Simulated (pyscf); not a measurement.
This saddle point was located with ωB97X-D3(BJ)/def2-SVP in PySCF.

```
Mo
O 1 1.6566
O 1 1.7819 2 109.03
H 3 1.2086 1 75.42 2 86.21
H 4 1.1025 3 138.33 1 1.13
O 1 1.8823 2 105.81 5 168.15
H 6 0.9660 1 122.77 2 15.17
O 1 1.9001 2 115.21 5 74.01
H 8 0.9694 1 111.94 2 93.92
```
Charge 0, spin multiplicity 1.

Surface: singlet, charge 0. Lowest wavenumbers (cm⁻¹): 1648i, 143, 181, 236, 263.

Problem. Which two sides does it connect, and which bonds change?

Solution. `[O]=[Mo](=[O])([OH])[OH]` + `[H][H]` <-> `[O]=[MoH]([OH])([OH])[OH]`, an addition across a multiple bond or ene-type step read from left to right: H–H broken and H–O, H–Mo formed. At ωB97M-D3(BJ)/def2-TZVP it lies +172.5 kJ/mol from the left side and +128.4 kJ/mol from the right (each side as separated species at their lowest minima found). On the product side the descent ends in a point that may be a rotor saddle (no frequency run), 19.2 kJ/mol over the lowest minimum found and 107.4 kJ/mol under the saddle at ωB97X-D3(BJ)/def2-TZVP. At the saddle there is also a short H–Mo contact that neither side keeps. One saddle was located; it need not be the lowest between these sides. Elements past Kr carry the def2 core potentials, without spin-orbit coupling.
